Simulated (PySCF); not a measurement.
## Bond length, frequency and bond energy of Na₂ by level of theory

State: ¹Σg⁺ (singlet), closed shell. Set-up: PySCF, no relativity, basis sets Na 6-31G(d,p). De refers to Na + Na in their ground configurations, without counterpoise correction.

```csv
Level,Re (Å),ωe (cm⁻¹),De (eV)
RHF-MP2,3.156,164,0.452
RHF-SCS-MP2,3.155,164,0.54
RHF-CCSD,3.153,161,0.68
RHF-CCSD(T),3.153,160,0.68
PBE,3.077,156,0.77
BP86,3.084,154,0.72
r²SCAN,3.129,157,0.61
PBE0,3.085,160,0.69
MN15,2.965,172,0.87
M06-2X,2.951,179,0.87
ωB97X,3.072,167,0.87
```

Q: Which functional lies closest to RHF-CCSD(T) in De, which farthest, and by how much do they differ from it?

A: Closest is PBE0 (-6.8 pm in Re, +0.0 % in ωe, +0.01 eV in De against RHF-CCSD(T) in the same basis), farthest MN15 (-18.8 pm in Re, +7.5 % in ωe, +0.19 eV in De). CCSD(T) converges more slowly with the basis than the functionals do and binds too weakly in this one, so the order can change at the basis-set limit.

Q: What does the step from GGA to meta-GGA do here, going from PBE to r²SCAN?

A: r²SCAN less PBE: +5.2 pm in Re, +0.6 % in ωe, -0.16 eV in De. 

Correlated steps freeze 2 core orbitals. Closed-shell solutions of metal pairs were not tested for spin polarisation, which can lower them a little. Correlated levels converge slowly with the basis: in double zeta they bind strong bonds too weakly, by up to about 1 eV, and carry superposition errors of some tenths. Where the molecule has an RHF reference, its open-shell atoms are computed with UHF.

The whole job (state search and all levels along the bond) took about 0.61 min on 1 thread of AMD EPYC 7R13 (shared host), peak memory 0.4 GiB.
